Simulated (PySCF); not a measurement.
Species, as SMILES: ClB(Cl)Cl.
Geometry (B3LYP-D3(BJ)/def2-TZVP, fixed):
```
B
Cl 1 1.7452
Cl 1 1.7452 2 120.00
Cl 1 1.7452 2 120.00 3 -180.00
```
Charge 0, spin multiplicity 1.

How fast the mean static polarisability converges with the basis for several methods (PySCF): deviation from each method's own reference, in %. References: HF 51.58 bohr³, the value in aug-pcseg-2; PBE 58.23 bohr³, the value in aug-pcseg-2; PBE0 55.67 bohr³, the value in aug-pcseg-2. All functions are spherical. Density fitting with generated auxiliary sets. No added dispersion term, no relativity. 

```
basis            functions     HF    PBE   PBE0
---------------  ---------  -----  -----  -----
pcseg-0                 48  -46.3  -44.4  -44.2
6-31G**                 68  -29.0  -28.9  -28.2
def2-SV(P)              68  -34.7  -34.6  -33.9
6-31+G*                 84  -19.7  -17.2  -17.9
aug-pcseg-1            104   -0.9   -1.0   -0.9
def2-TZVP              142  -12.3  -13.4  -12.6
cc-pV(T+d)Z            147  -13.1  -14.2  -13.3
def2-TZVPP             157  -12.2  -13.3  -12.4
jun-cc-pV(T+d)Z        183    0.1   -0.1    0.1
aug-pcseg-2            196    0.0    0.0    0.0
aug-cc-pV(T+d)Z        211    0.1    0.0    0.1
pcseg-3                252   -5.7   -5.9   -5.5
```

Mean absolute deviation over def2-TZVP, cc-pV(T+d)Z, def2-TZVPP, jun-cc-pV(T+d)Z, aug-cc-pV(T+d)Z: HF 7.6, PBE0 7.7, PBE 8.2 %.
